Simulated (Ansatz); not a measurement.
Input and command of a calculation in Ansatz (plane waves; scalar-relativistic PAW potentials unless the input names others):

```yaml
crystal:
  lattice:
    - [2.4550680292, 0.0, 0.0]
    - [-1.2275340146, 2.1261512813, 0.0]
    - [0.0, 0.0, 8.719817591]
  atoms:
    - { symbol: C, position: [0.0, 0.0, 0.0929681641] }
    - { symbol: C, position: [0.0, 0.0, 0.5929681641] }
    - { symbol: C, position: [0.0, 0.0, 0.4070318359] }
    - { symbol: C, position: [0.0, 0.0, 0.9070318359] }
    - { symbol: C, position: [0.3333333333, 0.6666666667, 0.1555285626] }
    - { symbol: C, position: [0.6666666667, 0.3333333333, 0.6555285626] }
    - { symbol: C, position: [0.3333333333, 0.6666666667, 0.3444714374] }
    - { symbol: C, position: [0.6666666667, 0.3333333333, 0.8444714374] }
basis:
  ecutwfc: 420
kpoints:
  mp_grid: { grid: [12, 12, 4] }
hamiltonian:
  xc: pbe
  hubbard: { sites: [{ species: C, l: f, u_eff: 4.0 }] }
scf:
  occupations: { method: gaussian, width: 0.05 }
  max_iter: 80
output:
  forces: true
  eigenvalues: true
  stress: true
```

```bash
ansatz run input.yaml --threads 2 --pin off --max-ram 5120MiB --backend cpu --events-out ev --progress --plain --runs-dir out
```

**Question.** What is wrong with this input?

**Answer.** The program refuses it, because of a U on a shell that isn't there (hamiltonian.hubbard: not typed → {"sites": [{"species": "C", "l": "f", "u_eff": 4.0}]}). Without that key it is accepted.

Abridged log:
```
Error: inconsistent input (hamiltonian.hubbard.sites[].l, hamiltonian.hubbard.sites[].shell): the file of C doesn't list 4f, and it can't be added: PBE doesn't bind the shell 4f of the free atom, whose level lies at +1.13 eV. Type an atom or ion with it (hamiltonian.pseudopotentials.projection_atoms), take another file or name another shell
```